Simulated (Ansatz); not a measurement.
Basis-set series for `[O]F` radical. The species carries charge 0 and has multiplicity 2. The geometry is a stationary point of PBE0-D4/def2-TZVP.

| functional | basis | functions | energy (Eh) | HOMO (eV) | LUMO (eV) |
| --- | --- | --- | --- | --- | --- |
| PBE0-D4 | def2-TZVPP | 62 | -174.78164 | -9.09 | -4.57 |
| PBE0-D4 | def2-QZVPP | 114 | -174.79021 | -9.12 | -4.60 |
| ωB97M-V | def2-TZVPP | 62 | -174.91006 | -11.65 | -2.21 |
| ωB97M-V | def2-QZVPP | 114 | -174.91823 | -11.69 | -2.27 |

Problem. Give the rows for def2-SVP. (An estimate is asked.)

Solution. The calculation gave: 
```tsv
functional	basis	functions	energy (Eh)	HOMO (eV)	LUMO (eV)
PBE0-D4	def2-SVP	28	-174.56206	-8.86	-4.37
ωB97M-V	def2-SVP	28	-174.68520	-11.38	-1.92
```

HOMO and LUMO are taken over both spins.

All numbers were calculated with Ansatz.
